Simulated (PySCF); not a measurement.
## [CH2]+ at several levels of theory

All levels use the PBE0 minimum (doublet; C–H 1.098 Å (×2); H–C–H 141.1°), basis [C def2-TZVP, H def2-TZVP], no relativity, density fitting, no spin–orbit coupling, PySCF. For vertical energies the ionised species is a singlet (spins chosen at PBE0 and kept) and the electron-attached one a triplet. Open shells are unrestricted, also as the reference of the correlated levels. Dipoles are about the centre of mass. A dash marks a value that was not computed or is not defined at that level.

```json
{"level": "CCSD(T)", "vertical IP (eV)": "?", "vertical EA (eV)": "?", "−ε(HOMO) (eV)": "–", "dipole (D)": "–"}
{"level": "HF", "vertical IP (eV)": "21.69", "vertical EA (eV)": "9.64", "−ε(HOMO) (eV)": "22.99", "dipole (D)": "0.68"}
{"level": "MP2", "vertical IP (eV)": "22.10", "vertical EA (eV)": "10.25", "−ε(HOMO) (eV)": "–", "dipole (D)": "–"}
{"level": "PBE0", "vertical IP (eV)": "22.48", "vertical EA (eV)": "10.47", "−ε(HOMO) (eV)": "18.44", "dipole (D)": "0.71"}
{"level": "PBE", "vertical IP (eV)": "22.49", "vertical EA (eV)": "10.51", "−ε(HOMO) (eV)": "16.73", "dipole (D)": "0.71"}
{"level": "B3LYP", "vertical IP (eV)": "22.50", "vertical EA (eV)": "10.39", "−ε(HOMO) (eV)": "18.08", "dipole (D)": "0.71"}
{"level": "r2SCAN", "vertical IP (eV)": "22.66", "vertical EA (eV)": "10.60", "−ε(HOMO) (eV)": "17.29", "dipole (D)": "0.68"}
{"level": "wB97X", "vertical IP (eV)": "?", "vertical EA (eV)": "?", "−ε(HOMO) (eV)": "?", "dipole (D)": "?"}
```

(1) Fill in the row of CCSD(T).

(2) Fill in the row of wB97X.

Answers

(1) vertical IP (eV) 22.14, vertical EA (eV) 10.27.

(2) vertical IP (eV) 22.26, vertical EA (eV) 10.28, −ε(HOMO) (eV) 20.86, dipole (D) 0.72.

For CH₂⁺ itself CCSD(T) correlates 5 electrons; T1 = 0.009, D1 = 0.021, (T) = -5 kJ/mol.
